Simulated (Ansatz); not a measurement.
CH6SSi⁻, that is Si(SMe)H3 with one electron more. The state is a doublet with charge -1. Geometry PBE-D4/def2-TZVP, that of the neutral singlet; atoms count from 1.

Cartesian coordinates in Å:
```
Si 0.091 -1.481 -0.154
S -0.056 0.325 -1.289
C -0.094 1.530 0.090
H -0.969 1.365 0.732
H -0.168 2.525 -0.366
H 0.825 1.479 0.687
H 1.359 -1.532 0.643
H 0.067 -2.598 -1.144
H -1.056 -1.612 0.801
```

The highest occupied level of the charge -1 doublet lies above zero (up to 2.07 eV). By energy differences it is unbound by 0.92 eV (vertical, against the charge 0 singlet, at PBE0-D4/def2-TZVPD) and held by the finite basis.

(1) Estimate the Mulliken populations from the PBE0/def2-TZVPD orbitals of Ansatz.

(2) Where does the spin sit?

(3) And the Mayer bond orders between heavy atoms (over 0.3)?

Results:

(1) 
```csv
atom,charge (e),spin (α − β)
Si1,-0.26,0.43
S2,-0.10,-0.14
C3,-1.73,1.32
H4,0.35,-0.17
H5,0.52,-0.30
H6,0.36,-0.17
H7,-0.04,0.01
H8,-0.05,0.00
H9,-0.04,0.01
```
Mulliken values depend strongly on the basis. With diffuse functions, as here, like atoms can get unlike values, and bond orders can come out too low or too high.

(2) Summed by element: Si 0.43, S -0.14, C 1.32, H -0.61, of 1 unpaired in all. Largest on single atoms: C3 1.32, Si1 0.43, H5 -0.30.

(3) Si1–S2 0.80 (2.14 Å); Si1–C3 1.14 (3.03 Å); S2–C3 0.57 (1.83 Å).
